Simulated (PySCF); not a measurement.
# Working out the ionisation energy of Ar

Ar [Ar] (1S) → Ar⁺ [Ne] 3s2 3p5 (2P). Computed with PySCF 2.14 in 6-31G*, with the non-relativistic Hamiltonian (point nucleus). Frozen: [Ne]. Energies in hartree (1 hartree = 27.21139 eV):

```csv
part,Ar (lower),Ar⁺ (upper)
UHF,-526.772151,-526.233445
CCSD correlation,-0.147195,-0.126767
(T),-0.001543,-0.001241
```

What does Hartree-Fock give?

(-526.233445) − (-526.772151) = 0.538706 hartree = 14.659 eV.

What do CCSD and CCSD(T) give?

The CCSD correlation energies differ by 0.020428 hartree = 0.556 eV and the triples by 0.000302 hartree = 0.008 eV, so CCSD gives 15.215 eV and CCSD(T) 15.223 eV.

Measured between the centres of the two terms (NIST): 15.819 eV, so CCSD(T) (valence) is off by -0.596 eV.

What remains against the reference includes basis incompleteness, the frozen core and higher excitations.
